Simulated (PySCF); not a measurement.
# Bond curve of LiF

Set-up: Li x2c-TZVPPall, F x2c-TZVPPall; spin-free X2C with a Gaussian nucleus (PySCF 2.14). Energies in eV from Li + F in their ground configurations at the same level. State: ¹Σ⁺ (singlet), closed shell.

All columns are PBE0. A positive dipole means Li(−)F(+).

```
R (Å)  E (eV)  μ (D)  Mulliken charge on Li (basis-dependent)  HOMO (eV)  LUMO (eV)  Mayer bond order  ⟨S²⟩
1.347  -5.048  -5.27                                     0.66      -8.52      -0.83              0.65  0.00
1.409  -5.356  -5.54                                     0.67      -8.30      -0.88              0.63  0.00
1.472  -5.529  -5.80                                     0.68      -8.10      -0.93              0.61  0.00
1.519  -5.592  -5.99                                     0.69      -7.95      -0.97              0.59  0.00
1.566  -5.610  -6.19                                     0.70      -7.81      -1.01              0.58  0.00
1.613  -5.593  -6.38                                     0.71      -7.68      -1.05              0.56  0.00
1.676  -5.529  -6.64                                     0.72      -7.50      -1.11              0.54  0.00
1.754  -5.399  -6.96                                     0.73      -7.30      -1.19              0.52  0.00
1.848  -5.198  -7.35                                     0.74      -7.06      -1.28              0.50  0.00
1.973  -4.886  -7.87                                     0.75      -6.76      -1.42              0.48  0.00
```

A fit through these points gives, at Re = 1.565 Å, μ = -6.18 D and dμ/dR = -4.11 D/Å; the reduced mass is 5.124 u.

How strong is the fundamental in the double-harmonic approximation, I = 42.26·(dμ/dR)²/μred km/mol?

I = 42.26·(-4.11)²/5.124 = 139 km/mol at PBE0.
